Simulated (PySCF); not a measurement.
**doublet [SiNH5]+: levels of theory compared**

We compute a comparison of 3 runs (U-r2SCAN/STO-3G, UM06-2X/STO-3G, USVWN5/STO-3G) of doublet [SiNH5]+. Input form: a Python script.

The results are computed with PySCF 2.14.0.

2 further runs of the same task are left out: 2 set aside as unsound or not needed.

### Step 1. Starting point

[SiNH5]+ has 7 atoms, charge +1, and is taken as a doublet. As SMILES of the parent species, `[H][Si]([H])([H])N`. The shape is that of a GFN2-xTB optimisation. That shape belongs to the parent species and isn't relaxed for this state.

Bond lengths: Si1–N2 1.723 Å, N2–H3 1.007 Å, N2–H4 1.007 Å, Si1–H5 1.460 Å, Si1–H6 1.461 Å, Si1–H7 1.472 Å. Angles: Si1–N2–H3 118.6°, Si1–N2–H4 118.6°, N2–Si1–H5 105.0°, N2–Si1–H6 105.1°, N2–Si1–H7 115.3°, H3–N2–H4 109.5°, H5–Si1–H6 113.3°, H5–Si1–H7 109.2°, H6–Si1–H7 109.1°.

### Step 2. A single-point energy at U-r2SCAN/STO-3G (run 1)

Contents of input.py:

```python
from pyscf import gto, dft

mol = gto.Mole()
mol.atom = '''
Si  -0.000690   0.002380  -0.682990
N    0.090660   0.178690   1.028560
H    0.707680  -0.428190   1.543790
H   -0.763660   0.307400   1.545850
H    1.387750  -0.009920  -1.135540
H   -0.747920   1.169350  -1.146100
H   -0.673820  -1.219710  -1.153570
'''
mol.charge = 1
mol.basis = 'sto-3g'
mol.verbose = 3
mol.spin = 1
mol.max_memory = 1860
mol.build()

mf = dft.UKS(mol)
mf.xc = 'r2scan'
mf.grids.level = 5
mf.conv_tol = 1e-10
mf.kernel()
if not mf.converged:
    mf = mf.newton().run(mf.mo_coeff, mf.mo_occ)

etot = mf.e_tot
print('E(%s) = %.9f' % ('R2SCAN', etot))
```

Run with:

```sh
$ OMP_NUM_THREADS=1 python input.py
```

The program printed:

```text
converged SCF energy = -342.83982087977  <S^2> = 0.75591736  2S+1 = 2.0059086
E(R2SCAN) = -342.839820880
```

Wall time 8.1 s (1 thread of Arm Neoverse V1, shared host); peak memory 0.23 GiB.

### Step 3. The energy at UM06-2X/STO-3G (run 2)

Contents of job.py:

```python
from pyscf import gto, dft

molecule = gto.M(
    atom='''
Si      -0.000690       0.002380      -0.682990
N        0.090660       0.178690       1.028560
H        0.707680      -0.428190       1.543790
H       -0.763660       0.307400       1.545850
H        1.387750      -0.009920      -1.135540
H       -0.747920       1.169350      -1.146100
H       -0.673820      -1.219710      -1.153570
''',
    basis='sto-3g',
    verbose=3,
    max_memory=1860,
    charge=1,
    spin=1,
)

mf = dft.UKS(molecule)
mf.xc = 'm06-2x'
mf.grids.level = 5
mf.conv_tol = 1e-10
mf.kernel()
if not mf.converged:
    mf = mf.newton().run(mf.mo_coeff, mf.mo_occ)

e_final = mf.e_tot
print('Final energy', e_final)
```

Run with:

```sh
$ OMP_NUM_THREADS=1 python job.py
```

The program printed:

```text
WARN: HOMO -0.276668692406156 >= LUMO -0.276668692406154

converged SCF energy = -342.879806839923  <S^2> = 0.75528671  2S+1 = 2.0052797
Final energy -342.87980683992294
```

It took 11 s on 1 thread of Arm Neoverse V1, shared host; peak memory 0.23 GiB.

### Step 4. A single-point energy at USVWN5/STO-3G (run 3)

Contents of calc.py:

```python
from pyscf import gto, dft

mol = gto.Mole()
mol.atom = [
    ('Si', (-0.000690, 0.002380, -0.682990)),
    ('N', (0.090660, 0.178690, 1.028560)),
    ('H', (0.707680, -0.428190, 1.543790)),
    ('H', (-0.763660, 0.307400, 1.545850)),
    ('H', (1.387750, -0.009920, -1.135540)),
    ('H', (-0.747920, 1.169350, -1.146100)),
    ('H', (-0.673820, -1.219710, -1.153570)),
]
mol.charge = 1
mol.max_memory = 1860
mol.spin = 1
mol.verbose = 3
mol.basis = 'sto-3g'
mol.build()

mf = dft.UKS(mol, xc='svwn')
mf.conv_tol = 1e-10
mf.grids.level = 5
mf.kernel()
if not mf.converged:
    mf = mf.newton().run(mf.mo_coeff, mf.mo_occ)

energy = mf.e_tot
print('E = %.10f Eh' % energy)
```

Run with:

```sh
$ OMP_NUM_THREADS=1 python calc.py
```

The program printed:

```text
converged SCF energy = -341.196208903123  <S^2> = 0.75240426  2S+1 = 2.0024028
E = -341.1962089031 Eh
```

Wall time 3.3 s (1 thread of Arm Neoverse V1, shared host); peak memory 0.15 GiB.

### Step 5. All runs side by side

```tsv
run	level	energy (Eh)	HOMO energy (eV)	LUMO energy (eV)	⟨S²⟩	wall time
1	U-r2SCAN/STO-3G	-342.839821	-13.86	-11.24	0.756	8.1 s
2	UM06-2X/STO-3G	-342.879807	-16.00	-9.24	0.755	11 s
3	USVWN5/STO-3G	-341.196209	-13.28	-11.77	0.752	3.3 s
```

### Step 6. Summary of results

| quantity | value |
| --- | --- |
| run 3: total energy | -341.19621 Eh |
| run 3: HOMO energy (highest over α and β) | -13.28 eV |
| run 3: LUMO energy (lowest over α and β) | -11.77 eV |
| run 3: ⟨S²⟩ | 0.752 |

What this shows: Totals of different functionals can't be ranked against each other. In runs 1, 2, 3 the basis is minimal, so the values are rough. All runs together took 22 s, the longest 11 s.
